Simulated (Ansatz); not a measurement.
Molecule: PH3 (charge +1, doublet). 
Structure (B3LYP-D3(BJ)/def2-TZVP (Ansatz, a quantum-chemistry and plane-wave program) minimum search):
```xyz
4

P      0.0003     0.0005     0.0631
H     -0.0303     1.3480    -0.3258
H      1.1823    -0.6530    -0.3165
H     -1.1569    -0.7025    -0.3040
```
Charge +1, spin multiplicity 2.

Basis-set convergence of Hartree-Fock and MP2 correlation energies (hartree) with Ansatz. Correlated levels leave the core frozen unless marked. UHF or UKS for open shells. No spin-orbit coupling. Non-relativistic.

| basis | functions | E(HF) | E(corr, MP2) |
|---|---|---|---|
| def2-SVPD | 48 | -342.05225 | -0.10761 |
| def2-TZVPPD | 99 | -342.17003 | -0.13054 |
| def2-QZVPPD | 175 | -342.18006 | -0.13988 |

Extrapolating the two largest sets (X = 3 and 4) as X^-3: E(corr) = (64·(-0.13988) - 27·(-0.13054))/37 = -0.1467 Eh, an estimate of the basis-set limit. The largest set recovers 95.4 % of it, the smallest 73.4 %.
